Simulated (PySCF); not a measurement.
**Spin states of SiCl⁺**

Unrestricted PBE0; basis Si pcseg-1, Cl pcseg-1; no relativity; PySCF 2.14. Outer shells of the fragments: Si+ 3s2 3p1; Cl 3s2 3p5.

Followed along the bond (rough minima from three points):

```tsv
2Ms+1	unpaired	⟨S²⟩ at the start	R at minimum (Å)	Te (eV)
1	none	0.00	1.97	0.00
3	σ ↑, π ↑	2.01	2.00	3.58
```

Solutions found at the starting distance of 2.185 Å, counted from the lowest of them; the search is not exhaustive and high or unbound solutions are not listed, so other states can lie among these:

```
2Ms+1  unpaired   term  E (eV)  ⟨S²⟩  ⟨Lz²⟩  μ (D)
    1      none    ¹Σ⁺    0.00  0.00   0.00  -5.14
    3  σ ↑, π ↑     ³Π    3.40  2.01   1.00  -4.68
    3      π ↑↑  mixed    4.04  2.01   2.01  -0.75
    3      π ↑↑  mixed    4.22  2.01   2.01  -0.82
    1      π ↑↓  mixed    4.25  1.01   2.01  -0.84
    3      σ ↑↑    ³Σ⁺    6.36  2.00   0.00  -4.53
    3  σ ↑, π ↑     ³Π    6.86  2.00   1.01  -1.32
```

A term symbol is given only where ⟨S²⟩ and ⟨Lz²⟩ are close to those of a pure state; real π, δ and φ orbitals otherwise mix terms. A positive dipole points towards Cl; it is taken about the centre of mass and depends on that origin.

Compare the gap between the two lowest followed solutions at the starting distance with the gap between their minima.

At PBE0 the second solution (triplet, unpaired electrons σ ↑, π ↑) lies +3.40 eV from the first (singlet, closed shell) at 2.185 Å and +3.58 eV at the minima; the two curves relax by different amounts, since their minima lie near 2.00 and 1.97 Å.

Counting both spins, an empty level lies below a filled one in some of these solutions, because spin and occupation are held.
